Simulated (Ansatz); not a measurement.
Two isomers of C4H6S: A = `C=C=C(C)S`, B = `C#CSCC`.

Program: Ansatz. Geometries: PBE0-D4/def2-TZVP. ΔE: electronic, gas phase. CCSD(T)/CBS is the MP2 limit (def2-TZVPP, def2-QZVPP) plus CCSD(T) − MP2 in def2-TZVPP, frozen cores. DFT in def2-TZVPP. B3LYP here is the variant with VWN-RPA as its local correlation; programs differ in this. One conformer a species, not always the lowest.

(1) Which is lower in electronic energy at CCSD(T)/CBS, and by how much? (Estimate.)

(2) Give E(B) − E(A) in kcal/mol with HF/def2-TZVPP, CCSD(T)/def2-TZVPP, B3LYP-D4, B3LYP, PBE-D4, MP2/def2-TZVPP, B2PLYP. (Estimate.)

Largest T1 diagnostic: 0.012.

Results:

(1) Ansatz gave: A, by 4.0 kcal/mol.

(2) Computed: HF/def2-TZVPP 4.7, CCSD(T)/def2-TZVPP 4.5, B3LYP-D4 7.3, B3LYP 7.3, PBE-D4 8.1, MP2/def2-TZVPP 1.3, B2PLYP 4.7. None reverses the order clearly.

From PBE to PBE0 (25 % exact exchange), in def2-TZVPP and without D4, E(B) − E(A) moves by −0.8 kcal/mol.
